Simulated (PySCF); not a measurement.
# Working out the ionisation energy of Al

Al [Ne] 3s2 3p1 (2P) → Al⁺ [Ne] 3s2 (1S). Calculation: PySCF 2.14, in aug-cc-pCVTZ-DK (8s7p5d3f, 75 functions); the spin-free X2C one-electron Hamiltonian (Gaussian nucleus). Frozen: [Ne]. Energies in hartree (1 hartree = 27.21139 eV):

| part | Al (lower) | Al⁺ (upper) |
| --- | --- | --- |
| UHF | -242.314584 | -242.109191 |
| CCSD correlation | -0.051297 | -0.039644 |
| (T) | -0.001188 | 0.000000 |

Question: What does Hartree-Fock give?

Answer: (-242.109191) − (-242.314584) = 0.205393 hartree = 5.589 eV.

Question: What do CCSD and CCSD(T) give?

Answer: The CCSD correlation energies differ by 0.011653 hartree = 0.317 eV and the triples by 0.001188 hartree = 0.032 eV, so CCSD gives 5.906 eV and CCSD(T) 5.938 eV.

Measured between the centres of the two terms (NIST): 5.977 eV, so CCSD(T) (valence) is off by -0.039 eV.

What remains against the reference includes basis incompleteness, the frozen core and higher excitations.
